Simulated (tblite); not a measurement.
Species: C3H9NP (charge -1).
Structure used (GFN2-xTB), in Å, numbered top down from 1:
```
atom  x, y, z in Å
C1    -1.716   -0.137   -0.036
C2    -0.587   -0.189    0.998
N3     0.711   -0.300    0.378
C4     1.166    0.949   -0.176
P5     1.921   -1.200    1.318
H6    -2.684   -0.200    0.462
H7    -1.682    0.787   -0.609
H8    -1.615   -0.975   -0.722
H9    -0.664    0.702    1.652
H10   -0.716   -1.075    1.623
H11    1.111    1.790    0.538
H12    0.560    1.214   -1.056
H13    2.202    0.830   -0.487
H14    1.993   -2.195    0.374
```

Level: GFN2-xTB in tblite, geometry and Hessian alike; calculated harmonic values, unscaled, isolated species. Errors from tens to a few hundred cm⁻¹ against measured bands are possible. Modes of hydrogen on phosphorus can be 10 to 20 % off. One conformer, not necessarily the lowest.

Harmonic wavenumbers (cm⁻¹): 71.9, 133.1, 168.4, 190.8, 250.8, 330.2, 381.4, 394.0, 646.5, 818.5, 869.2, 935.1, 1019.7, 1054.3, 1073.5, 1110.3, 1186.7, 1198.9, 1278.7, 1334.1, 1381.1, 1399.7, 1479.7, 1489.6, 1500.6, 1506.7, 1514.0, 2271.5, 2739.6, 2770.9, 2847.2, 2966.1, 2987.9, 3011.9, 3016.7, 3034.3.

A = 6828, B = 2463, C = 1978 MHz; mass 90.047 u (most abundant isotopes); point group C1, symmetry number 1.

Task: Zero-point energy?

Result: ½Σν̃ = 25182 cm⁻¹ = 301.24 kJ/mol.

Task: Entropy at 500 K, 1 bar (ideal gas, RRHO, classical rotation)?

Result: Translation 175.73, rotation 118.04, vibration 129.14: S = 422.9 J/(mol K).

Task: And Cp and H(500 K) − H(0)?

Result: Cp = 163.95 J/(mol K), of which vibrations give 130.69 (their classical limit is 36 R = 299.3); H(500 K) − H(0) = 50.32 kJ/mol without the zero-point energy, 33.69 from vibrations.

Task: What must be added to the electronic energy to get the Gibbs energy at 500 K and 1 bar?

Result: ZPE + [H(500 K) − H(0)] − T·S = 301.24 + 50.32 − 211.46 = 140.10 kJ/mol.

Task: Which modes carry the vibrational entropy at 500 K?

Result: 71.9 cm⁻¹: 21.43; 133.1 cm⁻¹: 16.34; 168.4 cm⁻¹: 14.42; 190.8 cm⁻¹: 13.40; 250.8 cm⁻¹: 11.20; 330.2 cm⁻¹: 9.05 J/(mol K); the other 30 give 43.30 together.

Task: How do the functions run with temperature in this model?

Result: 
```
 T (K)  S (J/(mol K))  Cp (J/(mol K))  H − H(0) (kJ/mol)  G − H(0) (kJ/mol)  ln q(vib)
   150          288.1            77.8               8.13             -35.08       1.61
   250          333.3           101.1              17.08             -66.24       3.31
298.15          352.1           113.2              22.24             -82.75       4.11
   400          389.1           139.7              35.12            -120.52       5.80
   600          454.7           185.1              67.80            -205.03       9.04
   900          539.5           232.5             130.98            -354.54      13.70
```

q(vib) and H(0) count from the zero-point level.

Task: Blend soft modes into free rotors: weight 1/[1 + (100 cm⁻¹/ν̃)⁴] for the oscillator and the rest for a rotor with moment μB/(μ + B), μ = h/(8π²ν), B = 10⁻⁴⁴ kg m². What vibrational entropy results?

Result: 123.18 J/(mol K) in place of 129.14, which changes −T·S at 500 K by +2.98 kJ/mol.

Hindered rotation and anharmonicity are outside this model. Other conformers, if any are populated, would add a mixing term that is left out. The structure is chiral; the term R ln 2 for an equal mix with its mirror image is left out.
